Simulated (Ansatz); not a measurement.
# NaPH₂ (triplet): the correlation ladder at scale of all distances = 1.113, 6-31G

The task here is to estimate one member of a computed series from the others.

The runs use Ansatz 0.2.0, Gaussian basis; 6-31G, core rule «outside noble gas», up to 10 orbitals frozen.

The runs, in order: UHF; CCSD(T) on ROHF; CCSD(T) on UHF; BCCD(T) on ROHF; CISD; CCSDT(Q) on ROHF; CCSDT(Q) on UHF; CASSCF and MRCISD+Q, 4 electrons in 4 orbitals; CASSCF and NEVPT2, 4 electrons in 4 orbitals; Full CI.

40 further runs of the same task are left out: 19 for a known fault of the program, 14 that didn't finish, 7 set aside as unsound or not needed.

### The system

The geometry derives from a PBE0/def2-TZVP stationary point (not a proven minimum). All distances are scaled together.

4 atoms, charge 0, spin multiplicity 3.

Atoms are counted from 1 here; the program's logs count them from 0.

Bond lengths: P1–H3 1.589 Å, P1–H4 1.583 Å. Angles: H3–P1–H4 92.2°.

Set-up of the first run:

in.yaml reads:

```yaml
crystal:
  periodic: [false, false, false]
  atoms:
    - {symbol: P, position_ang: [0.000000, 0.047956, 1.653405]}
    - {symbol: Na, position_ang: [0.000000, -0.015578, -2.453040]}
    - {symbol: H, position_ang: [0.000000, 0.391096, 3.205039]}
    - {symbol: H, position_ang: [0.000000, -1.509454, 1.936781]}
basis:
  gaussian: {orbitals: 6-31G}
magnetization: {spin_polarized: true, initial_magnetization: 2}
hamiltonian: {xc: hf}
output: {orbitals: {seedname: orbitals}}
```

On the command line:

```console
$ ansatz run in.yaml --threads 1 --pin off --events-out ev --progress --plain --max-ram 2393MiB
```

Among the steps run: UHF; CCSD(T) on ROHF; CCSD(T) on UHF; BCCD(T) on ROHF; CISD; CCSDT(Q) on ROHF; CCSDT(Q) on UHF; CASSCF and MRCISD+Q, 4 electrons in 4 orbitals; CASSCF and NEVPT2, 4 electrons in 4 orbitals; Full CI.

One table of the session follows, with a row left open; its other results are not shown here.

```
   method  from FCI (meV)
     ROHF         +2064.6
      UHF         +2013.2
     RMP2          +601.1
     UMP2          +593.6
     CISD           +99.2
    RCCSD           +28.6
    UCCSD               ?
 RCCSD(T)            +8.3
 UCCSD(T)            +7.6
  BCCD(T)            +8.6
   RCCSDT            +1.9
   UCCSDT            +0.9
RCCSDT(Q)            +0.4
UCCSDT(Q)            -0.6
      FCI               0
```

Q: Estimate the row for UCCSD from the others.

**Answer.** from FCI (meV): +28.1. In the column «from FCI (meV)» it lies between BCCD(T) (+8.6) and RCCSD (+28.6).

Left out of the table: CASSCF pair, NEVPT2 pair, MRCISD pair, MRCISD+Q pair (the active space lost an orbital or holds another state than full CI finds).

Limits of these values: Levels on UHF freeze UHF's core orbitals, full CI those of ROHF, so the U rows can settle a little off it for that reason alone. Restricted and unrestricted rows rest on different reference determinants; where their highest levels disagree by more than a few hundredths of an eV, they describe different states and don't form one ladder. Warnings in the runs' records: passed over end.
